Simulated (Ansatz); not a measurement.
A first try at a short molecular-dynamics run of C₂H₆Si, SMILES C1C[SiH2]1, using the Python package of Ansatz (0.2.0).

`md_c2h6si.py`
```python
import warnings

import ansatz
import numpy as np


def main() -> None:
    warnings.simplefilter("ignore", ansatz.DeckWarning)

    molecule = (
        ansatz.Crystal.molecule()
        .atom("C", (-0.1781, -0.1964, -0.8619))
        .atom("C", (0.9832, -0.0196, -0.0241))
        .atom("Si", (-0.5844, 0.1616, 0.9442))
        .atom("H", (-0.4506, -1.1248, -1.2109))
        .atom("H", (-0.5096, 0.6655, -1.5301))
        .atom("H", (1.5731, -0.89, 0.1735))
        .atom("H", (1.613, 0.882, -0.1226))
        .atom("H", (-1.1526, 1.5081, 1.0686))
        .atom("H", (-1.2055, -1.0328, 1.5462))
    )

    setup = (
        molecule
        .basis(gaussian="6-31G*")
        .functional("PBE0")
        .md("nvt_langevin", timestep=1.0, steps=20, temperature=500, initial_velocities="maxwell_boltzmann", seed=77, friction=0.01)
    )
    frames = []
    setup.session().plan().execute(on_event=lambda e: frames.append(e["data"]) if e["event"] == "md_step" else None)
    print("t (fs)   E_pot (eV)      E_kin (eV)   T (K)   d(0-1) (A)")
    for f in frames[::3]:
        xyz = np.array(f["positions_ang"])
        print(f"{f['time_fs']:6.2f} {f['lagrangian_ev']:14.5f} {f['e_kin_ev']:10.5f} {f['temperature_k']:8.1f} {np.linalg.norm(xyz[0] - xyz[1]):9.4f}")
    print("mean temperature", round(float(np.mean([f["temperature_k"] for f in frames])), 1), "K")


if __name__ == "__main__":
    main()
```

```console
$ python md_c2h6si.py
Traceback (most recent call last):
  File "md_c2h6si.py", line 39, in <module>
    main()
    ~~~~^^
  File "md_c2h6si.py", line 25, in main
    .basis(gaussian="6-31G*")
     ^^^^^
AttributeError: 'Crystal' object has no attribute 'basis'
```

Why does it end like this?

The fault: settings are called on the crystal, without .calculation(). The correction:

```diff
--- before
+++ after
@@ -23,3 +23,3 @@
     setup = (
-        molecule
+        molecule.calculation()
         .basis(gaussian="6-31G*")
```

The mended script runs so:

`python md_c2h6si.py` gives:
```text
t (fs)   E_pot (eV)      E_kin (eV)   T (K)   d(0-1) (A)
  0.00   -10041.29793    0.51704    444.4    1.4428
  3.00   -10041.35469    0.57216    491.8    1.4713
  6.00   -10041.31854    0.46587    400.5    1.5164
  9.00   -10041.35810    0.47754    410.5    1.5690
 12.00   -10041.35310    0.42831    368.2    1.6176
 15.00   -10041.29245    0.38407    330.1    1.6513
 18.00   -10041.29468    0.39486    339.4    1.6663
mean temperature 393.3 K
```

Reading the output:
- Total energies depend on the basis set; only differences at equal settings carry meaning.
- The trajectory is only some femtoseconds long, so its temperature is not equilibrated; where the script doesn't relax first, it starts from a rough generated geometry.
- The printed temperature counts all 3N degrees of freedom under Langevin dynamics, so the first row lies under the target.
- With hydrogen a step over 0.5 fs is long.
- It ran for 59 s on 1 thread of Intel(R) Xeon(R) Platinum 8375C CPU @ 2.90GHz (Ice Lake), with other jobs on the host, peak memory 0.19 GiB.

(Lines on the test bed's own set-up are left out of the output.)
